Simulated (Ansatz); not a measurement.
`FC1C=NC1`. Charge 0, multiplicity 1.

Cartesian coordinates in Å:
```
F 1.587 -0.632 0.855
C 0.348 -0.078 0.660
C 0.238 1.120 -0.234
N -0.599 0.643 -1.077
C -0.544 -0.699 -0.434
H -0.133 0.035 1.636
H 0.643 2.130 -0.213
H -1.519 -1.092 -0.137
H -0.021 -1.426 -1.056
```

Task: List the harmonic frequencies (cm⁻¹, unscaled) at PBE0-D4/def2-TZVP in Ansatz. (An estimate is asked.)

Result: Ansatz gave: 220, 386, 517, 748, 899, 921, 978, 1035, 1082, 1116, 1172, 1238, 1257, 1306, 1386, 1478, 1669, 3076, 3083, 3146, 3165.

Task: Is this a minimum?

Result: Yes, all 21 modes are real.

Task: Give the ideal-gas thermochemistry at 298.15 K and 1 bar (rigid rotor, harmonic oscillator; point group C1, symmetry number 1).

Result: Zero-point energy 178.7 kJ/mol; H(298) − E = 192.5 kJ/mol; entropy 285.3 J/(mol·K), of which translation 162.4, rotation 103.7, vibration 19.2; G(298) − E = 107.4 kJ/mol.

Task: And at 400, 500, 600, 800 and 1000 K?

Result: 
| T (K) | H − E (kJ/mol) | S (J/mol/K) | G − E (kJ/mol) |
| --- | --- | --- | --- |
| 400 | 200.5 | 308.4 | 77.2 |
| 500 | 210.3 | 330.2 | 45.2 |
| 600 | 221.7 | 351.0 | 11.2 |
| 800 | 248.3 | 389.0 | -62.9 |
| 1000 | 278.4 | 422.5 | -144.1 |

Task: Rotational constants (cm⁻¹)?

Result: 0.4058, 0.1593, 0.1281.
